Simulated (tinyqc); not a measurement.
RHF in the sto-3g basis, for H3O+, spin multiplicity 1, step by step. Computed by tinyqc, a small Python program that keeps every step (integrals from PySCF). Settings: charge = 1, multiplicity = 1, basis = sto-3g, energy threshold = 1e-08, iteration cap = 85, orthogonalisation = canonical, start = random, DIIS depth = 0, method = RHF. Command: `OMP_NUM_THREADS=1 python tinyqc.py 29678 29679 out.jsonl` (the two numbers bound the seeds that draw the settings). One thread of a shared host (Intel(R) Xeon(R) Processor @ 2.60GHz), about 0.06 s of CPU time with the checks.

Geometry (angstrom):
```
atom        x        y       z
O      0.0000   0.0000  0.3220
H      0.9300   0.0000  0.0000
H     -0.4650   0.8050  0.0000
H     -0.4650  -0.8050  0.0000
```

Stop when the energy changes by less than 1e-08 hartree and every element of the error matrix X^T (F D S - S D F) X is below 3e-05.

Course of the cycle:
```
iteration  E (hartree)     change  largest element of the error matrix
1           -38.797764          -                             1.05e+01
2           -73.910410  -3.51e+01                             9.41e-01
3           -75.287574  -1.38e+00                             2.19e-01
4           -75.327134  -3.96e-02                             4.67e-02
5           -75.328989  -1.86e-03                             8.72e-03
6           -75.329097  -1.08e-04                             2.42e-03
7           -75.329107  -1.05e-05                             9.79e-04
8           -75.329109  -1.47e-06                             3.53e-04
9           -75.329109  -2.39e-07                             1.49e-04
10          -75.329109  -4.06e-08                             5.87e-05
11          -75.329109  -6.97e-09                             2.50e-05
```

Can the last value be used, and what does the course show?

Yes. Converged in 11 iterations. PySCF RHF in the same basis = -75.329109 hartree.
